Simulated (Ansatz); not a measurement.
Rock-salt TiN was calculated with PBE-D4 in Ansatz (PAW).

Run with plane-wave cutoff 500 eV, 16×16×16 k mesh, Fermi–Dirac smearing 0.05 eV, no spin polarisation, scalar-relativistic PAW data made under PBE.

Computed at the level's own relaxed cell.

Task: Estimate the equilibrium volume per atom and lattice constant a that the calculation returns.

Result: 
- equilibrium volume per atom = 9.34 Å³/atom
- lattice constant a = 4.212 Å

Measured, for comparison: equilibrium volume per atom 9.52 Å³/atom, lattice constant a 4.239 Å (temperature not stated, no zero-point or thermal correction; as tabulated in Zhang et al. (2018), doi:10.1088/1367-2630/aac7f0). Computed (rounded) less measured: equilibrium volume per atom -1.9 %, lattice constant a -0.6 %. A static lattice is as a rule a little smaller and stiffer than an uncorrected measurement, which can account for part of this.

Note: the run has no spin polarisation, so it can have missed a magnetic state.

Computed values are for the static lattice.

Cost on a shared machine: very roughly 15 core-seconds.

Ansatz is an electronic-structure program.
